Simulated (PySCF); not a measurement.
# C4H4S: the cost of one run

The runs use PySCF 2.14.0, with density-fitted response routines of our own; the level of theory stands in each step. All values are computed, except where a source is named. Atoms are numbered from 0 throughout.

### 1 Starting geometry

9 atoms, charge 0, multiplicity 1; geometry from: GFN2-xTB. The atoms were then displaced at random by about 0.01 Å, so the start is not that level's minimum.

Bonds of the start (Å): C0–C1 1.41, C1–C2 1.19, C2–C3 1.44, C3–S4 1.60, C0–H5 1.13, C0–H6 1.08, C0–H7 1.09, C3–H8 1.07.

### 2 Relaxing the molecule at PBE0-D3(BJ)/def2-SVP

The job: settings as JSON, then the geometry in Å.

```
{"job": {"xc": "PBE0", "basis": "def2-SVP", "d3": "d3bj", "grid": 1, "shake": 0.01, "kind": "geom"}, "charge": 0, "multiplicity": 1}
C     -1.797330     0.101480    -0.094310
C     -0.397000    -0.016800     0.017740
C      0.785420    -0.157410     0.111540
C      2.220680    -0.240530     0.225070
S      3.179350     1.042310     0.153200
H     -2.099910     1.185070    -0.071820
H     -2.303770    -0.402040     0.717430
H     -2.134970    -0.298220    -1.048530
H      2.605350    -1.231020     0.383190
```

On the command line:

```sh
$ OMP_NUM_THREADS=1 python probes_run.py task.json out
```

This one command runs all jobs of the session in turn.

Q: Estimate the wall time and peak memory of this first job on 1 thread of Arm Neoverse V1, shared host.

About 15 s, with a peak of 0.37 GiB.
